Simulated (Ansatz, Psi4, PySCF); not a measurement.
Gas-phase reaction in SMILES: [CH2]CO -> C[CH]O

Quantity: isomerisation energy (electronic), in kcal/mol. Set-up: no dispersion term unless named; open shells spin-unrestricted; no spin-orbit coupling; valence correlation only; 6-311+G** with 5d; six Cartesian d functions in 6-31G* and its kin unless marked 5d; non-relativistic. CBS marks a two-point X^-3 extrapolation of the correlation energy; Hartree-Fock from the larger set. [CCSD(T)-MP2]/basis is that difference in the basis named. First-principles rows: single points at B3LYP-D3(BJ) geometries (Ansatz, a program for electronic structure).

Coupled cluster (Ansatz) is a level with limits of its own, used here on species with T1 under 0.025 (0.045 for open shells) and stable references: RI-MP2/CBS(cc-pVTZ,cc-pVQZ)+[CCSD(T)-MP2]/cc-pVTZ.

Value to compare with, RI-MP2/CBS(cc-pVTZ,cc-pVQZ)+[CCSD(T)-MP2]/cc-pVTZ (Ansatz): -8.2 kcal/mol.

| level | program | isomerisation energy (electronic) (kcal/mol) | difference |
|---|---|---|---|
| HF/6-31G* | Ansatz | -6.5 | 1.7 |
| HF/6-311+G** | Ansatz | -5.9 | 2.3 |
| B3LYP/6-31G | Ansatz | -10.2 | -2.0 |
| B3LYP/6-31G* | Ansatz | -10.4 | -2.2 |
| wB97X-D/6-311+G** | Psi4 | -9.5 | -1.3 |
| MP2/6-311+G** | Ansatz | -8.3 | -0.1 |
| B3PW91/6-31G* (5d) | PySCF | -10.5 | -2.3 |
| M06-2X/def2-TZVPD | PySCF | -8.8 | -0.6 |

2 of the 7 habitual levels lie above RI-MP2/CBS(cc-pVTZ,cc-pVQZ)+[CCSD(T)-MP2]/cc-pVTZ (Ansatz); their mean absolute difference is 1.7 kcal/mol, the median 2.0.

The levels are drawn from those run, B3LYP/6-31G* more often than the rest, none by its result; runs whose electronic state is in doubt are left out.
